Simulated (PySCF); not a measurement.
Compound: methylcyclopentane, C6H12.
Geometry (PBE0-D3(BJ)/def2-TZVP, Å), atoms numbered from 1 in this order:
```xyz
18
C6H12 angstrom
C      2.114    0.155    0.092
C      0.661    0.075    0.517
C     -0.220    1.213   -0.051
C     -1.512    0.552   -0.563
C     -1.519   -0.836    0.075
C     -0.045   -1.212    0.080
H      2.580    1.083    0.433
H      2.198    0.122   -0.999
H      2.697   -0.678    0.496
H      0.620    0.120    1.611
H     -0.434    1.956    0.720
H      0.300    1.741   -0.855
H     -1.474    0.448   -1.651
H     -2.406    1.134   -0.331
H     -1.888   -0.775    1.105
H     -2.152   -1.550   -0.457
H      0.272   -1.475   -0.937
H      0.190   -2.062    0.724
```

Computed with PySCF at wB97X-D/pcSseg-2, non-relativistic, on one gas-phase PBE0-D3(BJ)/def2-TZVP geometry that isn't relaxed in the solvent. The solvent is an IEF-PCM continuum (cavity from Bondi-type radii × 1.2). Only the electrostatic response of the medium enters.

Gas phase at wB97X-D/pcSseg-2: HOMO -10.47 eV, LUMO 2.31 eV, dipole 0.11 D.

Problem. What does the continuum do to the energy, the frontier levels and the dipole at wB97X-D/pcSseg-2 in chloroform?

Solution. 
| solvent | ε | E(solvent) − E(gas) (kJ/mol) | polarisation term (kJ/mol) | distortion of the solute (kJ/mol) | HOMO (eV) | LUMO (eV) | dipole (D) |
| --- | --- | --- | --- | --- | --- | --- | --- |
| chloroform | 4.711 | -2.05 | -2.11 | 0.06 | -10.37 | 2.42 | 0.12 |

Polarisation term: ½ Σ q·V over the induced surface charges. Distortion: the rise of the solute's own energy as its density leaves the gas-phase optimum.

Note: wB97X-D ran without an empirical dispersion term, which enters the total energy and its gradient alone.
